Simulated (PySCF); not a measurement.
Two species compared at the same levels of theory.

First species: monochlorosilylene, ClHSi (singlet state).
Cartesian coordinates in Å at the PBE0-D3(BJ)/def2-TZVP level; atoms count from 1:
```xyz
3
ClHSi angstrom
Si    -0.174    0.770   -0.057
Cl     1.591   -0.325   -0.079
H     -1.083   -0.459   -0.081
```

Second species: (Z)-pent-2-en-4-ynenitrile, C5H3N.
InChI=1S/C5H3N/c1-2-3-4-5-6/h1,3-4H/b4-3-

Levels: B97-2/pcSseg-2 for dipole moment, HOMO energy, LUMO energy and HOMO–LUMO gap; PBE0-D3(BJ)/def2-TZVP for rotational constant A and rotational constant C. Geometries: PBE0-D3(BJ)/def2-TZVP. Each species is one conformer at its optimised geometry, gas phase, non-relativistic unless stated. Electronic properties by PySCF.

(1) Which has the higher dipole moment?

(2) Which of the two has the higher rotational constant A, and by how much?

(3) Which of the two has the higher HOMO energy, and by how much?

(4) Which has the higher LUMO energy?

(5) Which has the higher rotational constant C?

(6) Which has the higher HOMO–LUMO gap?

Answers

(1) The second: 3.82 D against 1.18 D, a difference of 2.64 D.

(2) The first: 224.859 GHz against 7.347 GHz, a difference of 217.512 GHz.

(3) The first: -6.82 eV against -7.55 eV, a difference of 0.73 eV.

(4) The second: -2.43 eV against -3.06 eV, a difference of 0.63 eV.

(5) The first: 7.121 GHz against 1.935 GHz, a difference of 5.186 GHz.

(6) The second: 5.12 eV against 3.76 eV, a difference of 1.36 eV.

On the first: A dipole of 1.18 D is allowed in Cs, and pure rotational transitions are dipole-allowed. The dipole matches unit charges of opposite sign 0.24 Å apart (1 e·Å = 4.8032 D). Isolated species at its PBE0-D3(BJ)/def2-TZVP geometry, gas phase.

On the second: The dipole equals about 12.7 × 10⁻³⁰ C·m (1 D = 3.33564 × 10⁻³⁰ C·m). Geometry: PBE0-D3(BJ)/def2-TZVP; no solvent, vibrations or thermal averaging.
